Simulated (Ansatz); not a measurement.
Abridged output of a molecular run in Ansatz:

```
Functional definition: HF
1405 factors; integrals over basis functions are off by at most 1.1e-3 eV
mean field evaluation 1: about -16116.7872 eV, gradient 3.2e1 eV
mean field evaluation 2: about -16116.7970 eV, gradient 3.2e1 eV
mean field evaluation 4: about -16119.9354 eV, gradient 3.6e0 eV
mean field evaluation 8: about -16119.9803 eV, gradient 1.6e-4 eV
mean field -16119.98033960 eV, -592.3983509653 hartree, gradient 1.2e-6 eV, S^2 0.000000; 0 other end points of the search recorded, 0 dependent functions left out
10 core orbitals not correlated: weight in the atoms' cores, before any rotation towards them, 1.000 or more for the frozen orbitals, at most 0.000 for the correlated occupied ones
reference -16119.98033960 eV, -592.3983509653 hartree; 18, 18 occupied and 110, 110 virtual orbitals, 1405 factors
second order -22.66891309 eV of doubles, -0.00000000 eV of singles
cycle   1  -23.94166366 eV  change    -1.3e0 eV  update   1.0e-1
cycle   2  -24.59879749 eV  change   -6.6e-1 eV  update   3.1e-2
cycle   3  -24.70631583 eV  change   -1.1e-1 eV  update   1.2e-2
cycle   4  -24.70801033 eV  change   -1.7e-3 eV  update   3.6e-3
cycle   5  -24.70912119 eV  change   -1.1e-3 eV  update   1.3e-3
cycle   6  -24.70919453 eV  change   -7.3e-5 eV  update   3.6e-4
cycle   7  -24.70909743 eV  change    9.7e-5 eV  update   1.2e-4
cycle   8  -24.70910036 eV  change   -2.9e-6 eV  update   3.7e-5
perturbative correction -0.82526769 eV, -0.0303280284 hartree
Total energy: -16145.51470766 eV, -593.3367216836 hartree
```

Its atoms:

```xyz
16

C     1.600    1.479   -0.536
C     1.284    0.410   -1.257
C    -0.109   -0.018   -1.547
S    -0.507   -1.607   -0.763
C    -0.355   -1.179    0.983
C    -1.448   -0.269    1.507
H     2.632    1.741   -0.332
H     0.835    2.135   -0.132
H     2.069   -0.237   -1.640
H    -0.250   -0.211   -2.614
H    -0.833    0.743   -1.250
H    -0.374   -2.143    1.497
H     0.635   -0.745    1.148
H    -1.319   -0.096    2.579
H    -1.427    0.706    1.015
H    -2.434   -0.707    1.343
```

Question: Which basis set was used?
A. cc-pV(Q+d)Z
B. def2-SVP
C. cc-pV(T+d)Z
D. def2-SVPD

Answer: B. It gives 138 functions.

Question: Write the keys of the input that set method, charge and spin (a neutral closed shell needs none for the last two).

Answer: 
```yaml
correlation: {method: ccsd_t}
```
